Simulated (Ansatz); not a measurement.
## Ansatz (development build ahead of 0.2.0) run

```yaml
crystal:
  periodic: [false, false, false]
  atoms:
    - { symbol: C, position_ang: [0.00307, -0.00871, -1.17861] }
    - { symbol: C, position_ang: [0.00159, -0.00685, 0.27117] }
    - { symbol: "N", position_ang: [0.00206, -0.0079, 1.42937] }
    - { symbol: H, position_ang: [-0.00368, -1.03339, -1.56474] }
    - { symbol: H, position_ang: [-0.88917, 0.51324, -1.56446] }
    - { symbol: H, position_ang: [0.8992, 0.52366, -1.55474] }
basis:
  gaussian: { orbitals: STO-3G }
hamiltonian:
  xc: hf
correlation:
  method: mp2
  frozen_orbitals: { C: 1, H: 0, "N": 1 }
```

The input is written out in the form of the current development build from the run's settings.

Output:

```yaml
Converged: yes
Reference_energy: -130.26987 hartree
Correlation_energy: -0.20249 hartree
Total_energy: -130.47236 hartree
Spin_squared_of_the_determinant: 0.000
```
